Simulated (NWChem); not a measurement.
Program: NWChem. System: formamide (CH₃NO), charge 0, spin multiplicity 1, at a geometry optimised with PBE/def2-SVP. Level: CCSD(T)/def2-SVPD, 3 core orbitals frozen.

The NWChem input:

```
start mol
memory heap 100 mb stack 700 mb global 1900 mb
geometry units angstroms nocenter noautoz
  N     -0.198201    -1.083540     0.000000
  C     -0.313127     0.277453     0.000000
  O      0.618582     1.064250     0.000000
  H      0.732627    -1.505383     0.000000
  H     -1.018394    -1.688816     0.000000
  H     -1.396730     0.600256     0.000000
  symmetry group Cs
end
basis spherical
  * library def2-svpd
end
scf
  rhf
  nopen 0
  maxiter 100
  thresh 1e-7
  semidirect memsize 60000000 filesize 0
end
tce
  freeze core 3
  ccsd(t)
  2eorb
  2emet 13
  thresh 1e-6
  maxiter 100
  tilesize 24
end
task tce energy
```

Output (cleaned and shortened):

```
             Northwest Computational Chemistry Package (NWChem) 7.3.0
             --------------------------------------------------------

                                NWChem Input Module
                                -------------------

 Scaling coordinates for geometry "geometry" by  1.889725989
 (inverse scale =  0.529177249)

 Turning off AUTOSYM since
 SYMMETRY directive was detected!

                             Geometry "geometry" -> ""
                             -------------------------

 Output coordinates in angstroms (scale by  1.889725989 to convert to a.u.)

  No.       Tag          Charge          X              Y              Z
 ---- ---------------- ---------- -------------- -------------- --------------
    1 N                    7.0000    -0.19820100    -1.08354000     0.00000000
    2 C                    6.0000    -0.31312700     0.27745300     0.00000000
    3 O                    8.0000     0.61858200     1.06425000     0.00000000
    4 H                    1.0000     0.73262700    -1.50538300     0.00000000
    5 H                    1.0000    -1.01839400    -1.68881600     0.00000000
    6 H                    1.0000    -1.39673000     0.60025600     0.00000000

 Effective nuclear repulsion energy (a.u.)      70.6327980625

            Nuclear Dipole moment (a.u.)
            ----------------------------
        X                 Y               Z
 ---------------- ---------------- ----------------
    -0.0000188973    -0.0000094486     0.0000000000

      Symmetry information
      --------------------

 Group name             Cs
 Group number              2
 Group order               2
 No. of unique centers     6

      Symmetry unique atoms

     1    2    3    4    5    6


 Summary of "ao basis" -> "" (spherical)
 ------------------------------------------------------------------------------
       Tag                 Description            Shells   Functions and Types
 ---------------- ------------------------------  ------  ---------------------
 *                         def2-svpd                  on all atoms

 Summary of "ao basis" -> "ao basis" (spherical)
 ------------------------------------------------------------------------------
       Tag                 Description            Shells   Functions and Types
 ---------------- ------------------------------  ------  ---------------------
 N                         def2-svpd                 8       20   4s2p2d
 C                         def2-svpd                 8       20   4s2p2d
 O                         def2-svpd                 9       23   4s3p2d
 H                         def2-svpd                 4        8   2s2p

                                 NWChem SCF Module
                                 -----------------

  ao basis        = "ao basis"
  functions       =    87
  atoms           =     6
  closed shells   =    12
  open shells     =     0
  charge          =   0.00
  wavefunction    = RHF
  use symmetry    = T
  symmetry adapt  = T

 Summary of "ao basis" -> "ao basis" (spherical)
 ------------------------------------------------------------------------------
       Tag                 Description            Shells   Functions and Types
 ---------------- ------------------------------  ------  ---------------------
 N                         def2-svpd                 8       20   4s2p2d
 C                         def2-svpd                 8       20   4s2p2d
 O                         def2-svpd                 9       23   4s3p2d
[...]
           0.000000000000           0.000000000000         186.386415713524

  Mulliken analysis of the total density
  --------------------------------------

    Atom       Charge   Shell Charges
 -----------   ------   -------------------------------------------------------
    1 N    7     7.18   1.99  0.95  0.47 -0.10  2.45  1.44  0.02 -0.02
    2 C    6     5.14   1.99  0.93 -0.01  0.05  1.85  0.23  0.13 -0.04
    3 O    8     8.69   1.99  1.08  0.77  0.06  2.79  1.82  0.15  0.02  0.02
    4 H    1     0.98   0.72  0.19  0.05  0.03
    5 H    1     1.02   0.72  0.22  0.05  0.03
    6 H    1     0.99   0.76  0.19  0.02  0.03

       Multipole analysis of the density wrt the origin
       ------------------------------------------------

     L   x y z        total         open         nuclear
     -   - - -        -----         ----         -------
     0   0 0 0     -0.000000      0.000000     24.000000

     1   1 0 0     -0.971336      0.000000     -0.000019
     1   0 1 0     -1.419727      0.000000     -0.000009
     1   0 0 1      0.000000      0.000000      0.000000

     2   2 0 0    -12.113839      0.000000     26.601392
     2   1 1 0     -1.586792      0.000000     21.523698
     2   1 0 1      0.000000      0.000000      0.000000
     2   0 2 0    -12.986895      0.000000     82.919766
     2   0 1 1      0.000000      0.000000      0.000000
     2   0 0 2    -14.207866      0.000000      0.000000

                   NWChem Extensible Many-Electron Theory Module
                   ---------------------------------------------


            General Information
            -------------------
      Number of processors :     1
         Wavefunction type : Restricted Hartree-Fock
          No. of electrons :    24
           Alpha electrons :    12
            Beta electrons :    12
           No. of orbitals :   174
            Alpha orbitals :    87
             Beta orbitals :    87
        Alpha frozen cores :     3
         Beta frozen cores :     3
     Alpha frozen virtuals :     0
      Beta frozen virtuals :     0
         Spin multiplicity : singlet
    Number of AO functions :    87
       Number of AO shells :    37
        Use of symmetry is : on
      Symmetry adaption is : on
         Schwarz screening : 0.10D-09

          Correlation Information
          -----------------------
          Calculation type : Coupled-cluster singles & doubles w/ perturbation
   Perturbative correction : (T)
            Max iterations :      100
        Residual threshold : 0.10D-05
     T(0) DIIS level shift : 0.00D+00
     L(0) DIIS level shift : 0.00D+00
     T(1) DIIS level shift : 0.00D+00
     L(1) DIIS level shift : 0.00D+00
     T(R) DIIS level shift : 0.00D+00
     T(I) DIIS level shift : 0.00D+00
   CC-T/L Amplitude update :  5-th order DIIS
                I/O scheme : Global Array Library
        L-threshold :  0.10D-05
        EOM-threshold :  0.10D-05
 no EOMCCSD initial starts read in
 TCE RESTART OPTIONS
 SLICE:      F
 D4D5:       F
 quantumc:   F
 qrotation:  F
 pwtce:      F
 qducc:      F
 nacto:                         0
 nrotv:                         0
 nrot:                          0

            Memory Information
            ------------------
          Available GA space size is     249029231 doubles
          Available MA space size is     104854620 doubles

 Maximum block size supplied by input
 Maximum block size        24 doubles

 tile_dim =     23

 -------------------------------------------------
   1    alpha     a'     7 doubles       0       1
   2    alpha     a"     2 doubles       7       2
   3    beta      a'     7 doubles       9       1
   4    beta      a"     2 doubles      16       2
   5    alpha     a'    17 doubles      18       5
   6    alpha     a'    17 doubles      35       6
   7    alpha     a'    18 doubles      52       7
   8    alpha     a"    23 doubles      70       8
   9    beta      a'    17 doubles      93       5
  10    beta      a'    17 doubles     110       6
  11    beta      a'    18 doubles     127       7
  12    beta      a"    23 doubles     145       8

 Global array virtual files algorithm will be used

 Parallel file system coherency ......... OK

 4-electron integrals stored in orbital form

 v2    file size   =          5682958
 4-index algorithm nr.  13 is used
 imaxsize =       30
 imaxsize ichop =        0


CCSD iterations
 ---------------------------------------------------------
 Iter          Residuum       Correlation     Cpu    Wall
 ---------------------------------------------------------
    1   0.1753214823765  -0.5082695236857     0.6     0.6
    2   0.0476352821711  -0.5126504775111     0.5     0.5
    3   0.0166873953854  -0.5226682816238     0.5     0.5
    4   0.0077648439612  -0.5235536516204     0.5     0.5
    5   0.0033056330826  -0.5246081942724     0.5     0.5
    6   0.0011810863991  -0.5249704690420     0.5     0.5
    7   0.0006451747770  -0.5250166710389     0.5     0.5
    8   0.0003159020984  -0.5250332022023     0.5     0.5
    9   0.0002111667038  -0.5250330202251     0.5     0.5
   10   0.0001088559711  -0.5250423119614     0.5     0.5
   11   0.0000247205258  -0.5250449056439     0.5     0.5
   12   0.0000108441486  -0.5250478076755     0.5     0.5
   13   0.0000064899130  -0.5250478239432     0.5     0.5
   14   0.0000037134525  -0.5250480545994     0.5     0.5
   15   0.0000023915509  -0.5250480412584     0.5     0.5
   16   0.0000005577530  -0.5250480952518     0.5     0.5
 -----------------------------------------------------------------
 Iterations converged
 CCSD correlation energy / hartree =        -0.525048095251763
 CCSD total energy / hartree       =      -169.342351123691685

 Singles contributions

 Doubles contributions
 CCSD(T)
 Using plain CCSD(T) code
             total no. of tasks          160
 total no. of tasks / no. procs          160
                         wl_min        53176           6.1
                         wl_max      3266046          12.2
        thresh for no. of tasks          160

 CCSD[T]  correction energy / hartree =        -0.020672100280182
 CCSD[T] correlation energy / hartree =        -0.545720195531944
 CCSD[T] total energy / hartree       =      -169.363023223971879
 CCSD(T)  correction energy / hartree =        -0.018979472731976
 CCSD(T) correlation energy / hartree =        -0.544027567983739
 CCSD(T) total energy / hartree       =      -169.361330596423670

 Task  times  cpu:       35.6s     wall:       35.6s

 Total times  cpu:       35.6s     wall:       35.6s
```
